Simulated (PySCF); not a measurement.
Two-dimensional NMR puzzle

Compound of formula C₆H₄O₂. Correlations simulated from computed shifts and the bond graph:

HSQC (one-bond C–H):
```
  δH     δC
6.83  141.6
```

HMBC (two and three bonds, from the bond graph):
```
  δH            δC
6.83  193.9, 141.6
```

Carbons without hydrogens: δ 193.9.

Method: shielding tensors at PBE0/pcSseg-1 (GIAO), structure optimised with GFN2-xTB, in PySCF (single conformer, no solvent model, averaged over atoms made equivalent by symmetry, fast rotation or ring inversion, non-relativistic Hamiltonian).

δ = σ(ref) − σ, references computed at the same level: TMS for 1H (σ = 31.72 ppm) and 13C (σ = 186.93 ppm).

Exchangeable hydrogens are left out of these lists.

**Question.** Which molecule is this?

**Answer.** `C1(=O)C=CC(=O)C=C1`.

Structure with atom numbers: `[O:1]=[C:2]1[CH:3]=[CH:4][C:5](=[O:6])[CH:7]=[CH:8]1`. Each H is labelled by its parent atom.

δC 193.9 is C2/C5, a ketone carbonyl carbon. δC 141.6 is C3/C4/C7/C8, a β carbon of a C=C–C=O unit (δH 6.83). HMBC from δH 6.83 reaches the proton-free carbon C2/C5.

The data come from this structure; uniqueness wasn't tested.

Shifts are as computed. Against solution values, carbons near 30 ppm lie about +3 ppm off and those near 130 ppm about +5 ppm. Of 1211 compounds with measured shifts, 218 miss one by over three times the rms of a fit or turn the order of signals round; such compounds aren't used in these exercises.
